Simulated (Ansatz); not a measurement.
Consider the formal loss of a carbene: `CC(F)C=N` → `[CH2]` (triplet) + `N=CCF`.

Isolated molecules relaxed with PBE0-D4/def2-TZVP in Ansatz; ΔE leaves out vibrations. CCSD(T)/CBS adds triple-zeta CCSD(T) − MP2 to the extrapolated MP2 energy (def2 sets, frozen cores). This one scheme is used for every species. DFT in def2-TZVPP. B3LYP here is the variant with VWN-RPA as its local correlation; programs differ in this. Triplets are unrestricted, without spin–orbit coupling. One conformer a species, not always the lowest.

```tsv
level	ΔE (eV)	difference from CCSD(T)/CBS
PBE-D4	4.75	0.04
PBE0-D4	4.67	-0.04
B3LYP-D4	4.61	-0.10
ωB97M-V	4.74	0.03
B2PLYP	4.60	-0.11
r2SCAN	4.46	-0.25
PBE0	4.61	-0.10
B3LYP	4.51	-0.20
MP2/def2-TZVPP	4.73	0.02
SCS-MP2/def2-TZVPP	4.72	0.01
CCSD(T)/def2-TZVPP	4.59	-0.12
HF/def2-QZVPP	3.17	-1.54
SCS-MP2/def2-QZVPP	4.80	0.09
HF/CBS(def2)	3.17	-1.54
MP2/CBS(def2)	4.84	0.13
CCSD/CBS(def2)	4.59	-0.12
CCSD(T)/CBS	4.71	0
```

Largest T1 diagnostic among the species: 0.012.

The D4 term adds +0.10 eV with B3LYP and +0.06 eV with PBE0; it sums over pairs of atoms, weighted by their polarisabilities, and B3LYP, whose exchange is more repulsive, gets the larger term. From PBE to PBE0 (25 % exact exchange), in def2-TZVPP and without D4, ΔE moves by −0.07 eV.
